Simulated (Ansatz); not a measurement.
Basis-set extrapolation for C4H7, SMILES `[CH]1CCC1` radical (PBE0-D4/def2-TZVP geometry, frozen core, the Gaussian-basis code of Ansatz). Multiplicity 2, UHF reference.

|  | def2-TZVPP | def2-QZVPP |
| --- | --- | --- |
| HF | -155.523443 | -155.530495 |
| MP2 correlation | -0.650138 | -0.691327 |
| CCSD(T) correlation | -0.722093 | not run |

Energies in hartree. Use E(X) = E(∞) + A·exp(−7.88·√X) for Hartree–Fock and E(X) = E(∞) + B·X^(−2.97) for correlation, with X = 3 and 4, and add CCSD(T) minus MP2 of the smaller set to the MP2 limit.

Problem. What is the CCSD(T) energy at the basis-set limit?

Solution. HF limit: -155.530495 + (-0.007052) × 0.13774 = -155.53147. MP2 limit: -0.691327 + (-0.041189) × 0.74074 = -0.72184. Higher-order term: -0.722093 − (-0.650138) = -0.07195. Total: -156.32526 hartree, 209.3 kJ/mol below CCSD(T)/def2-TZVPP.
